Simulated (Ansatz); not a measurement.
Cartesian coordinates in Å:
```
N -1.679 0.232 0.246
C -0.645 -0.453 -0.028
Si 1.052 0.376 -0.035
H -2.527 -0.339 0.214
H -0.704 -1.527 -0.266
H 1.661 0.217 -1.384
H 1.931 -0.316 0.945
H 0.911 1.809 0.309
```

Total charge 0; spin multiplicity 1.

(1) List the B3LYP/def2-TZVPP orbital energies in eV (the Gaussian-basis code of Ansatz). (Best estimate.)

Results:

(1) Ansatz gave: Occupied: -1798.96, -389.72, -278.05, -143.53, -98.84, -98.83, -98.83, -24.85, -17.06, -14.27, -13.94, -10.28, -10.12, -9.62, -9.03, -7.24. Lowest empty: -1.20, 0.45, 0.80, 1.27, 1.49, 1.64, 2.85, 4.29.

B3LYP here is the variant with VWN-RPA as its local correlation; programs differ in this.
